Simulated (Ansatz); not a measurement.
# SiNH (singlet): CAM-B3LYP, wB97M-V over a scan of the distance Si1–H3, 6-31G

Aim: run SiNH (singlet) with these functionals over a scan of the distance Si1–H3, and hold them against the top wave-function level at the same points.

The runs use Ansatz 0.2.0, Gaussian basis; 6-31G, all electrons in the functionals.

Plan: CAM-B3LYP, wB97M-V, at 1.197 Å; 1.362 Å; 1.487 Å; 1.624 Å; 1.779 Å; 2.101 Å; 2.424 Å; 2.729 Å; 3.199 Å; 4.047 Å; 4.977 Å.

19 further runs of the same task are left out: 2 for a known fault of the program, 10 that didn't finish, 7 set aside as unsound or not needed.

### Step 1. The system

The geometry derives from a PBE0/def2-TZVP stationary point (not a proven minimum). One bond is set to the value named and the two fragments are kept rigid.

3 atoms, charge 0, spin multiplicity 1.

Atoms are counted from 1 here; the program's logs count them from 0.

Bond lengths: Si1–N2 1.557 Å, Si1–H3 1.487 Å. Angles: N2–Si1–H3 180.0°.

As a file:

| atom | x (Å) | y (Å) | z (Å) |
| --- | --- | --- | --- |
| Si1 | 0.0000 | 0.0000 | 0.0233 |
| N2 | 0.0000 | 0.0000 | -1.5337 |
| H3 | 0.0000 | 0.0000 | 1.5104 |

No dispersion term is added; wB97M-V holds VV10 nonlocal correlation.

The geometry shown and the zero of energy belong to the point 1.487 Å. The yardstick, FCI, and other wave-function levels (R restricted, U unrestricted, valence and pair active spaces) come from earlier runs.

### Step 2. CAM-B3LYP, 1.197 Å

The input, in.yaml:

```yaml
crystal:
  periodic: [false, false, false]
  atoms:
    - {symbol: Si, position_ang: [0.000000, 0.000000, 0.119978]}
    - {symbol: N, position_ang: [0.000000, 0.000000, -1.436957]}
    - {symbol: H, position_ang: [0.000000, 0.000000, 1.316978]}
basis:
  gaussian: {orbitals: 6-31G}
magnetization: {spin_polarized: true, initial_magnetization: 0}
hamiltonian: {xc: {name: CAM-B3LYP}}
```

Run with:

```
ansatz run in.yaml --threads 1 --pin off --events-out ev --progress --plain --max-ram 2393MiB
```

After this run come: CAM-B3LYP, 1.362 Å; CAM-B3LYP, 1.487 Å; CAM-B3LYP, 1.624 Å; CAM-B3LYP, 1.779 Å; CAM-B3LYP, 2.101 Å; CAM-B3LYP, 2.424 Å; CAM-B3LYP, 2.729 Å; CAM-B3LYP, 3.199 Å; CAM-B3LYP, 4.047 Å; CAM-B3LYP, 4.977 Å; wB97M-V, 1.197 Å; wB97M-V, 1.362 Å; wB97M-V, 1.487 Å; wB97M-V, 1.624 Å; wB97M-V, 1.779 Å; wB97M-V, 2.101 Å; wB97M-V, 2.424 Å; wB97M-V, 2.729 Å; wB97M-V, 3.199 Å; wB97M-V, 4.047 Å; wB97M-V, 4.977 Å.

Before running them: what should the planned runs give, taken together? Wanted: span of the FCI curve; largest miss, CAM-B3LYP; largest miss, wB97M-V.

The runs gave:

| quantity | value |
| --- | --- |
| span of the FCI curve | 50.9 kcal/mol |
| largest miss, CAM-B3LYP | +11.3 kcal/mol (2.424 Å) |
| largest miss, wB97M-V | +15.1 kcal/mol (2.424 Å) |

Of the functionals, CAM-B3LYP keep the smallest largest miss at the points compared (at most 11.3 kcal/mol) and wB97M-V strays most (15.1 kcal/mol, at 2.424 Å). CAM-B3LYP, wB97M-V clearly break the spin symmetry at some points (⟨S²⟩ up to 1.03 above the pure value), so energy there is bought with a mixed spin. Functionals and the yardstick converge differently with the basis, so part of each miss in 6-31G is the basis.
